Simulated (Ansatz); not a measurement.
## MgO: pressure series

Start from MgO in the rock salt structure (space group Fm-3m, No. 225; a = 4.254 Å).

Cell and atoms are relaxed at each pressure.

All numbers come from PBE (Ansatz, a quantum-chemistry and plane-wave program; PAW; 420 eV plane waves; without spin-orbit coupling).

```json
[
 {"pressure (GPa)": "-2", "volume per atom (Å³/atom)": "9.755"},
 {"pressure (GPa)": "-1", "volume per atom (Å³/atom)": "9.687"},
 {"pressure (GPa)": "0", "volume per atom (Å³/atom)": "9.621"},
 {"pressure (GPa)": "0.9", "volume per atom (Å³/atom)": "9.564"},
 {"pressure (GPa)": "2.1", "volume per atom (Å³/atom)": "?"},
 {"pressure (GPa)": "4.5", "volume per atom (Å³/atom)": "9.352"},
 {"pressure (GPa)": "15", "volume per atom (Å³/atom)": "8.841"},
 {"pressure (GPa)": "22.5", "volume per atom (Å³/atom)": "8.548"},
 {"pressure (GPa)": "30", "volume per atom (Å³/atom)": "8.295"}
]
```

Fit the third-order Birch–Murnaghan form P(V) = (3B₀/2)[(V₀/V)^(7/3) − (V₀/V)^(5/3)]·[1 + (3/4)(B₀′ − 4)((V₀/V)^(2/3) − 1)] (squares taken in P) to the rows shown and predict the withheld row.

Least squares on the printed values gives V₀ = 9.621 Å³/atom, B₀ = 149 GPa, B₀′ = 4.1; this predicts 9.491 Å³/atom, and the run gives 9.491 Å³/atom, in agreement.

Measured bulk modulus of MgO: 169.8 GPa (static lattice; corrected from measurement; as listed in Daniel Mejia-Rodriguez, S. B. Trickey, Phys. Rev. B (2018)); the computed value is 12 % below it.

Load acts through the strain it causes; cell and atoms are relaxed under it. Stability against distortions was not tested. No other phases were tried under pressure.
